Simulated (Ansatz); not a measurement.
# C7H16: up Jacob's ladder to CCSD(T)

Aim: compute C7H16 with functionals from several rungs and with coupled cluster. The yardstick is the atomisation energy at the CCSD(T) limit.

Method: functionals in def2-TZVPP, the program's frozen cores in correlated methods; program: Ansatz 0.2.0, Gaussian basis.

Plan: LDA (SPW92), PBE-D4, revPBE-D4, BLYP-D4, r2SCAN-D4, B97M-V, PBE0-D4, B3LYP-D4, r2SCANh-D4, r2SCAN0-D4, HSE06-D4, BHLYP-D4, CAM-B3LYP-D4, LC-ωPBE, ωB97X-V, ωB97M-V, B2PLYP, PBE-QIDH; CCSD(T)/def2-SVP; CCSD(T)/def2-TZVPP; MP2/def2-QZVPP; extrapolation to the limit; RPA on PBE.

1 further run of the same task is left out (it didn't finish).

## (1) The geometry

An earlier PBE0-D4 in a triple-zeta def2 set relaxation fixed the geometry.

SMILES `CCC(C)(C)CC`, 23 atoms, charge 0, spin multiplicity 1.

Atoms are counted from 1 here; the program's logs count them from 0.

Bond lengths: C1–C2 1.520 Å, C1–H8 1.092 Å, C1–H9 1.092 Å, C1–H10 1.093 Å, C2–C3 1.536 Å, C2–H11 1.095 Å, C2–H12 1.096 Å, C3–C4 1.527 Å, C3–C5 1.527 Å, C3–C6 1.536 Å, C4–H13 1.093 Å, C4–H14 1.094 Å, C4–H15 1.094 Å, C5–H16 1.094 Å, C5–H17 1.093 Å, C5–H18 1.094 Å, C6–C7 1.520 Å, C6–H19 1.095 Å and more. Angles: C2–C1–H8 112.0°, C2–C1–H9 110.5°, C2–C1–H10 111.9°, H8–C1–H9 107.3°, H8–C1–H10 107.6°, H9–C1–H10 107.3°, C1–C2–C3 116.2°, C1–C2–H11 109.1°, C1–C2–H12 109.2°, C3–C2–H11 108.6°, C3–C2–H12 107.6°, H11–C2–H12 105.6°, C2–C3–C4 108.1°, C2–C3–C5 110.2°, C2–C3–C6 111.9°, C4–C3–C5 108.3°, C4–C3–C6 110.2°, C5–C3–C6 108.1° and more.

## (2) LDA

This LDA is Slater exchange with PW92 correlation.

The input, in.yaml:

```yaml
crystal:
  periodic: [false, false, false]
  atoms:
    - {symbol: C, position_ang: [-0.718303, 1.219772, 1.717439]}
    - {symbol: C, position_ang: [0.483690, 0.530542, 1.093610]}
    - {symbol: C, position_ang: [0.360121, 0.166094, -0.393763]}
    - {symbol: C, position_ang: [1.632355, -0.569324, -0.808816]}
    - {symbol: C, position_ang: [0.240141, 1.432236, -1.238841]}
    - {symbol: C, position_ang: [-0.872350, -0.709015, -0.668442]}
    - {symbol: C, position_ang: [-0.970561, -1.998591, 0.129275]}
    - {symbol: H, position_ang: [-0.961885, 2.155816, 1.209740]}
    - {symbol: H, position_ang: [-0.521485, 1.460128, 2.764789]}
    - {symbol: H, position_ang: [-1.609502, 0.588010, 1.691734]}
    - {symbol: H, position_ang: [0.708892, -0.379755, 1.659694]}
    - {symbol: H, position_ang: [1.365430, 1.172468, 1.206054]}
    - {symbol: H, position_ang: [1.794779, -1.469294, -0.210875]}
    - {symbol: H, position_ang: [2.508051, 0.072867, -0.678634]}
    - {symbol: H, position_ang: [1.589006, -0.865923, -1.860847]}
    - {symbol: H, position_ang: [1.089770, 2.099890, -1.068616]}
    - {symbol: H, position_ang: [-0.674558, 1.985864, -1.013674]}
    - {symbol: H, position_ang: [0.218776, 1.183656, -2.303714]}
    - {symbol: H, position_ang: [-1.772860, -0.110150, -0.494501]}
    - {symbol: H, position_ang: [-0.879216, -0.946317, -1.738869]}
    - {symbol: H, position_ang: [-1.035030, -1.809717, 1.203614]}
    - {symbol: H, position_ang: [-1.864337, -2.558445, -0.155633]}
    - {symbol: H, position_ang: [-0.110925, -2.650802, -0.040736]}
basis:
  gaussian: {orbitals: def2-TZVPP}
hamiltonian: {xc: lda}
output: {orbitals: {seedname: orbitals}}
```

The runs that follow: PBE-D4 (GGA); revPBE-D4 (GGA); BLYP-D4 (GGA); r2SCAN-D4 (meta-GGA); B97M-V (meta-GGA); PBE0-D4 (hybrid); B3LYP-D4 (hybrid); r2SCANh-D4 (hybrid); r2SCAN0-D4 (hybrid); HSE06-D4 (hybrid); BHLYP-D4 (hybrid); CAM-B3LYP-D4 (range-separated); LC-ωPBE-D4 (range-separated); ωB97X-V (range-separated); ωB97M-V (range-separated); B2PLYP (double hybrid); PBE-QIDH (double hybrid); CCSD(T) in def2-SVP; CCSD(T) in def2-TZVPP; MP2 in def2-QZVPP; RPA on PBE orbitals.

Before running them: what should the planned runs give, taken together? Wanted: atomisation energy, CCSD(T)/CBS; farthest beyond LDA; mean size of error, GGA; mean size of error, meta-GGA; mean size of error, hybrid; mean size of error, range-separated; mean size of error, double hybrid; gap, smallest and largest; T1 diagnostic.

**Answer**, as computed:

| quantity | value |
| --- | --- |
| atomisation energy, CCSD(T)/CBS | 94.813 eV |
| functionals within 0.474 eV (0.5 %) | revPBE-D4, r2SCAN-D4, B97M-V, B3LYP-D4, r2SCANh-D4, CAM-B3LYP-D4, LC-ωPBE, ωB97X-V, ωB97M-V, PBE-QIDH |
| farthest beyond LDA | BHLYP-D4 (-1.796 eV) |
| mean size of error, GGA | 0.816 eV |
| mean size of error, meta-GGA | 0.140 eV |
| mean size of error, hybrid | 0.616 eV |
| mean size of error, range-separated | 0.225 eV |
| mean size of error, double hybrid | 0.495 eV |
| gap, smallest and largest | 7.31 eV (LDA (SPW92)), 14.34 eV (LC-ωPBE) |
| T1 diagnostic | 0.0086 |
| triples share of the correlation energy | 3.8 % |

The LDA atomisation energy is off by 12.186 eV (13 %): it overbinds. PBE-D4 is off by +1.436 eV. Double hybrids carry the basis error of their MP2 part in triple zeta, and no dispersion term here, so their miss is partly the set-up's. The rungs meta-GGA, range-separated miss on average by less than the doubt on the reference (0.474 eV), so they tie. Misses under about 0.474 eV are within the doubt on the reference itself, which lacks core-valence correlation, relativity and higher excitations. Hartree-Fock recovers 76 % of the binding; the rest is correlation. CCSD(T) in def2-SVP is off by -3.222 eV, worse than the median functional, from the basis alone. The gap grows from 7.3 to 14.3 eV across the functionals, mostly with the share of exact exchange.
